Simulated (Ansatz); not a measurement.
One change: `N=C(F)C=O` becomes `N=C(F)Cl`.

Ansatz, PBE0-D4/def2-TZVP geometries, multiplicity 1. Each molecule was computed in one conformer, which needn't be the lowest.

| property | `N=C(F)C=O` |
| --- | --- |
| HOMO–LUMO gap (ωB97M-V/def2-TZVPP) / eV | 10.58 |
| size of the dipole moment (PBE/def2-TZVPP) / D | 1.85 |
| HOMO energy (B3LYP/def2-TZVPP) / eV | -8.17 |
| size of the dipole moment (B3LYP/def2-TZVPP) / D | 1.96 |
| LUMO energy (PBE0/def2-TZVPP) / eV | -2.60 |
| LUMO energy (B3LYP/def2-TZVPP) / eV | -2.86 |

(1) Give the same properties after the change, and the shifts. (Estimate.)

## Answers

(1) The calculation gave: 
| property | `N=C(F)Cl` | shift |
| --- | --- | --- |
| HOMO–LUMO gap (ωB97M-V/def2-TZVPP) / eV | 13.31 | 2.73 |
| size of the dipole moment (PBE/def2-TZVPP) / D | 1.60 | -0.25 |
| HOMO energy (B3LYP/def2-TZVPP) / eV | -8.77 | -0.60 |
| size of the dipole moment (B3LYP/def2-TZVPP) / D | 1.75 | -0.21 |
| LUMO energy (PBE0/def2-TZVPP) / eV | -0.44 | 2.16 |
| LUMO energy (B3LYP/def2-TZVPP) / eV | -0.72 | 2.14 |

With PBE0 the HOMO falls by 0.64 eV and the LUMO rises by 2.16 eV, so the gap widens by about 2.80 eV. PBE moves the HOMO by -0.76 eV and ωB97M-V by -0.54 eV. The zero-point energy changes by -48.4 kJ/mol with -6 modes. Dipoles are sizes alone; their direction can turn.

B3LYP here is the variant with VWN-RPA as its local correlation; programs differ in this.
